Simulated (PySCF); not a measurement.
# Ionisation energy of Be by level of theory

Be [He] 2s2 (1S) → Be⁺ [He] 2s1 (2S), as a difference of total energies. Computed with PySCF 2.14 in aug-cc-pCVDZ (5s4p2d, 27 functions), with no relativity, point nucleus. Correlated levels: valence: 1s2 frozen. The calculations carry no spin-orbit coupling.

```csv
method,ionisation energy (eV),error (eV)
UHF,8.048,-1.275
MP2 (valence),8.760,-0.563
SCS-MP2 (valence),8.903,-0.420
CCSD (valence),9.268,-0.055
```

Reference: 9.323 eV (measured; NIST Atomic Spectra Database, ionization energies).

Errors of the correlated levels include the incompleteness of this basis and the frozen core.

With two correlated electrons CCSD is exact in that space.
